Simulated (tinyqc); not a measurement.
Ways to converge the cycle: SCF convergence aids in the sto-6g basis, for H2O, spin multiplicity 1. Computed by the program tinyqc with PySCF. 

Geometry (angstrom):
```
atom,x,y,z
O,0.0000,0.0000,0.0000
H,0.0000,0.8880,0.7610
H,0.0000,-0.9280,0.7950
```

lowest restricted solution found by these runs and by PySCF = -75.614624 hartree

RHF with one setting changed at a time; a run stops when the energy changes by less than 1e-09 hartree and the error matrix is below 1e-5. The start is the core Hamiltonian. Damping d keeps d of the old density; a shift (hartree) raises the virtual levels; DIIS n extrapolates F over n matrices.

Largest element of the error matrix X^T (FDS - SDF) X:
```
iteration,plain,damping 0.3,damping 0.6,shift 0.4,DIIS 3,DIIS 8
1,4.8e-01,4.8e-01,4.8e-01,4.8e-01,4.8e-01,4.8e-01
2,3.8e-01,1.5e-01,2.7e-01,1.8e-01,3.8e-01,3.8e-01
3,1.4e-01,7.7e-02,1.7e-01,1.9e-02,6.6e-02,6.6e-02
4,4.2e-02,3.9e-02,1.2e-01,4.9e-03,1.5e-02,1.5e-02
5,1.6e-02,2.2e-02,7.8e-02,1.8e-03,4.3e-03,3.8e-03
6,5.5e-03,1.2e-02,5.4e-02,7.4e-04,1.4e-03,7.9e-04
8,1.0e-03,4.0e-03,2.6e-02,1.3e-04,1.4e-05,8.3e-06
10,2.5e-04,1.4e-03,1.3e-02,2.7e-05,-,-
14,1.7e-05,2.9e-04,4.3e-03,-,-,-
20,-,2.6e-05,8.6e-04,-,-,-
30,-,-,9.8e-05,-,-,-
```

How each run ends:
```
run,iterations,E (hartree),state
plain,16,-75.614624,lowest found
damping 0.3,23,-75.614624,lowest found
damping 0.6,43,-75.614624,lowest found
shift 0.4,12,-75.614624,lowest found
DIIS 3,9,-75.614624,lowest found
DIIS 8,9,-75.614624,lowest found
```

6 of 6 runs reach the lowest restricted solution found, in 9 to 43 iterations (fastest: DIIS 3, DIIS 8). Plain steps already contract here, so damping only slows them. DIIS 3 and DIIS 8 gain by cancelling the error over several earlier matrices, much as a quasi-Newton step does.
